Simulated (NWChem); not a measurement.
# One shape, several levels: BNH6 (SMILES [BH3-][NH3+])

Wanted: a comparison of 4 runs (HF/STO-3G, HF/3-21G, B3LYP/6-31G*) of BNH6. 

Program for the calculation: NWChem 7.3.0.

2 further runs of the same task are left out: 1 that didn't finish, 1 set aside as unsound or not needed.

### Step 1. The structure to begin with

The species is BNH6 (8 atoms), meant as a singlet with charge 0. SMILES: `[BH3-][NH3+]`. The B1–H3 distance was set to 1.818 Å, away from the relaxed value. At this shape a bond of the SMILES string is far longer than usual.

Bond lengths: B1–N2 1.639 Å, B1–H4 1.212 Å, B1–H5 1.212 Å, N2–H6 1.015 Å, N2–H7 1.015 Å, N2–H8 1.015 Å. Angles: B1–N2–H6 110.9°, B1–N2–H7 110.9°, B1–N2–H8 110.9°, N2–B1–H4 105.3°, N2–B1–H5 105.3°, H6–N2–H7 108.0°, H6–N2–H8 108.0°, H7–N2–H8 108.0°, H4–B1–H5 113.3°.

### Step 2. A single-point energy at HF/STO-3G (run 1)

File run.nw:

```
start run
memory total 2200 mb
geometry units angstroms noautosym nocenter noautoz
   B    -0.247846    0.740367   -0.422624
   N     0.149954    0.234467    1.084476
   H    -0.078200   -0.728400   -1.481000
   H    -1.389146    1.139267   -0.334424
   H     0.547854    1.616167   -0.685624
   H     0.084254    0.996567    1.751476
   H     1.100054   -0.121733    1.108076
   H    -0.470546   -0.506933    1.393276
end
basis spherical bse
   * library STO-3G
end
scf
   thresh 1e-08
   maxiter 80
   print low
end
task scf
```

Command:

```sh
$ nwchem run.nw > run.out
```

What it wrote:

```text
[...]
  functions       =    16
[...]
  wavefunction    = RHF
[...]
         Total SCF energy =    -81.469287288774
      One-electron energy =   -187.582299031456
      Two-electron energy =     66.545303669756
 Nuclear repulsion energy =     39.567708072925
        Time for solution =      0.3s
 Task  times  cpu:        0.4s     wall:        0.4s
[...]
```

Wall time 0.89 s (1 thread of Intel Xeon Platinum 8375C at 2.90GHz (Ice Lake), shared host); peak memory 0.099 GiB.

### Step 3. The energy at HF/3-21G (run 2)

File nw.nw:

```
echo
start nw
title "BH6N energy"
memory total 2200 mb
geometry noautosym nocenter noautoz
   B       -0.247846       0.740367      -0.422624
   N        0.149954       0.234467       1.084476
   H       -0.078200      -0.728400      -1.481000
   H       -1.389146       1.139267      -0.334424
   H        0.547854       1.616167      -0.685624
   H        0.084254       0.996567       1.751476
   H        1.100054      -0.121733       1.108076
   H       -0.470546      -0.506933       1.393276
end
basis spherical bse
   * library 3-21G
end
scf
   thresh 1e-08
   maxiter 80
   print low
end
task scf energy
```

Command:

```sh
$ nwchem nw.nw > nw.out
```

What it wrote:

```text
[...]
  functions       =    30
[...]
  wavefunction    = RHF
[...]
         Total SCF energy =    -82.100637702924
      One-electron energy =   -187.579951406073
      Two-electron energy =     65.911605630225
 Nuclear repulsion energy =     39.567708072925
        Time for solution =      0.4s
 Task  times  cpu:        0.4s     wall:        0.4s
[...]
```

It took 0.97 s on 1 thread of Intel Xeon Platinum 8375C at 2.90GHz (Ice Lake), shared host; peak memory 0.099 GiB.

### Step 4. A single-point energy at B3LYP/6-31G(d) (spherical functions) (run 3)

File run.py:

```python
from ase import Atoms
from ase.calculators.nwchem import NWChem

atoms = Atoms('BNHHHHHH', positions=[
    [-0.247846, 0.740367, -0.422624],
    [0.149954, 0.234467, 1.084476],
    [-0.078200, -0.728400, -1.481000],
    [-1.389146, 1.139267, -0.334424],
    [0.547854, 1.616167, -0.685624],
    [0.084254, 0.996567, 1.751476],
    [1.100054, -0.121733, 1.108076],
    [-0.470546, -0.506933, 1.393276],
])

calc = NWChem(
    label='bh6n',
    theory='dft',
    memory='2200 mb',
    basis='6-31G*',
    basispar='spherical bse',
    dft={'xc': 'b3lyp', 'mult': '1', 'grid': 'xfine', 'convergence': 'energy 1e-08', 'iterations': '100', 'mulliken': None},
    task='energy',
)
atoms.calc = calc

print(f"energy = {atoms.get_potential_energy():.6f} eV")
print("dipole (e A):", atoms.get_dipole_moment().round(4))
```

Command:

```sh
$ export ASE_NWCHEM_COMMAND="nwchem PREFIX.nwi > PREFIX.nwo"
$ python run.py
```

What it wrote:

```text
energy = -2262.647276 eV
dipole (e A): [ 0.2634 -0.1276  1.2794]
```

The calculator wrote bh6n.nwi:

```
title "bh6n"

permanent_dir bh6n

scratch_dir bh6n

start bh6n

geometry units angstrom nocenter noautosym noautoz
  B  -2.4784600000000001e-01 7.4036700000000000e-01 -4.2262400000000000e-01
  N  1.4995400000000000e-01 2.3446700000000001e-01 1.0844760000000000e+00
  H  -7.8200000000000006e-02 -7.2840000000000005e-01 -1.4810000000000001e+00
  H  -1.3891460000000000e+00 1.1392670000000000e+00 -3.3442400000000000e-01
  H  5.4785399999999995e-01 1.6161669999999999e+00 -6.8562400000000001e-01
  H  8.4253999999999996e-02 9.9656699999999998e-01 1.7514760000000000e+00
  H  1.1000540000000001e+00 -1.2173299999999999e-01 1.1080760000000001e+00
  H  -4.7054600000000002e-01 -5.0693299999999997e-01 1.3932760000000000e+00
end

memory 2200 mb

basis spherical bse noprint
   * library 6-31G*
end

dft
  xc b3lyp
  mult 1
  grid xfine
  convergence energy 1e-08
  iterations 100
  mulliken
end

task dft energy
```

bh6n.nwo:

```text
Northwest Computational Chemistry Package (NWChem) 7.3.0
             --------------------------------------------------------

           Job information
           ---------------

    nwchem branch   = 7.3.0
    use scalapack   = T
    input           = bh6n.nwi
    prefix          = bh6n.
    data base       = bh6n/bh6n.db
    status          = startup
    nproc           =        1

           Memory information
           ------------------

[... 5 lines left out ...]
    hardfail = no
[... 120 lines left out ...]
          Convergence on energy requested:  1.00D-08
[... 26 lines left out ...]
          Convergence Information
[... 30 lines left out ...]
 1-e energy   =    -186.926086
[... 45 lines left out ...]
      One electron energy =     -188.548315525751
[... 8 lines left out ...]
                       DFT Final Molecular Orbital Analysis
[... 318 lines left out ...]
     Multipole analysis of the density
     ---------------------------------

     L   x y z        total         alpha         beta         nuclear
     -   - - -        -----         -----         ----         -------
     0   0 0 0     -0.000000     -9.000000     -9.000000     18.000000

     1   1 0 0      0.497809      0.622392      0.622392     -0.746975
[... 8 lines of this table left out ...]
     2   0 0 2     -9.976426    -37.373609    -37.373609     64.770793

 Task  times  cpu:       10.7s     wall:       10.7s
 Total times  cpu:       10.7s     wall:       10.7s
```

It took 12 s on 1 thread of Intel Xeon Platinum 8375C at 2.90GHz (Ice Lake), shared host; peak memory 0.14 GiB.

### Step 5. The energy at B3LYP/6-31G(d) (Cartesian functions) (run 4)

File job.xyz:

```xyz
8

B     -0.247846     0.740367    -0.422624
N      0.149954     0.234467     1.084476
H     -0.078200    -0.728400    -1.481000
H     -1.389146     1.139267    -0.334424
H      0.547854     1.616167    -0.685624
H      0.084254     0.996567     1.751476
H      1.100054    -0.121733     1.108076
H     -0.470546    -0.506933     1.393276
```

File run.py:

```python
from ase.io import read
from ase.calculators.nwchem import NWChem

mol = read('job.xyz')

calc = NWChem(
    label='job',
    theory='dft',
    memory='2200 mb',
    basis='6-31G*',
    dft={'xc': 'b3lyp', 'mult': '1', 'grid': 'xfine', 'convergence': 'energy 1e-08', 'iterations': '100', 'mulliken': None},
    task='energy',
)
mol.calc = calc

print("Total energy (eV):", round(mol.get_potential_energy(), 6))
print("dipole (e A):", mol.get_dipole_moment().round(4))
```

Command:

```sh
$ export ASE_NWCHEM_COMMAND="nwchem PREFIX.nwi > PREFIX.nwo"
$ python run.py
```

What it wrote:

```text
Total energy (eV): -2262.689381
dipole (e A): [ 0.2632 -0.127   1.2786]
```

The calculator wrote job.nwi:

```
title "job"

permanent_dir job

scratch_dir job

start job

geometry units angstrom nocenter noautosym noautoz
  B  -2.4784600000000001e-01 7.4036700000000000e-01 -4.2262400000000000e-01
  N  1.4995400000000000e-01 2.3446700000000001e-01 1.0844760000000000e+00
  H  -7.8200000000000006e-02 -7.2840000000000005e-01 -1.4810000000000001e+00
  H  -1.3891460000000000e+00 1.1392670000000000e+00 -3.3442400000000000e-01
  H  5.4785399999999995e-01 1.6161669999999999e+00 -6.8562400000000001e-01
  H  8.4253999999999996e-02 9.9656699999999998e-01 1.7514760000000000e+00
  H  1.1000540000000001e+00 -1.2173299999999999e-01 1.1080760000000001e+00
  H  -4.7054600000000002e-01 -5.0693299999999997e-01 1.3932760000000000e+00
end

memory 2200 mb

basis noprint
   * library 6-31G*
end

dft
  xc b3lyp
  mult 1
  grid xfine
  convergence energy 1e-08
  iterations 100
  mulliken
end

task dft energy
```

job.nwo:

```text
Northwest Computational Chemistry Package (NWChem) 7.3.0
             --------------------------------------------------------

           Job information
           ---------------

    nwchem branch   = 7.3.0
    use scalapack   = T
    input           = job.nwi
    prefix          = job.
    data base       = job/job.db
    status          = startup
    nproc           =        1

           Memory information
           ------------------

[... 5 lines left out ...]
    hardfail = no
[... 120 lines left out ...]
          Convergence on energy requested:  1.00D-08
[... 26 lines left out ...]
          Convergence Information
[... 30 lines left out ...]
 1-e energy   =    -186.926089
[... 45 lines left out ...]
      One electron energy =     -188.528349857450
[... 8 lines left out ...]
                       DFT Final Molecular Orbital Analysis
[... 331 lines left out ...]
     Multipole analysis of the density
     ---------------------------------

     L   x y z        total         alpha         beta         nuclear
     -   - - -        -----         -----         ----         -------
     0   0 0 0     -0.000000     -9.000000     -9.000000     18.000000

     1   1 0 0      0.497290      0.622132      0.622132     -0.746975
[... 8 lines of this table left out ...]
     2   0 0 2     -9.969512    -37.370153    -37.370153     64.770793

 Task  times  cpu:       11.7s     wall:       11.7s
 Total times  cpu:       11.7s     wall:       11.7s
```

It took 13 s on 1 thread of Intel Xeon Platinum 8375C at 2.90GHz (Ice Lake), shared host; peak memory 0.13 GiB.

### Step 6. Overview of the runs

```
run                               level  iteration cap  module  energy (Eh)  wall time
  1                           HF/STO-3G             80     scf   -81.469287     0.89 s
  2                            HF/3-21G             80     scf   -82.100638     0.97 s
  3  B3LYP/6-31G* (spherical functions)            100     dft   -83.150754       12 s
  4  B3LYP/6-31G* (Cartesian functions)            100     dft   -83.152302       13 s
```

### Step 7. Summary of results

| quantity | value |
| --- | --- |
| run 4: total energy | -83.15230 Eh |
| run 4: dipole moment | 6.30 D |
| run 4: HOMO energy | -5.88 eV |
| run 4: LUMO energy | 0.57 eV |
| run 4: HOMO–LUMO gap | 6.45 eV |

**Reading.** In run 1 the basis is minimal, so the values are rough. All runs together took 27 s, the longest 13 s.
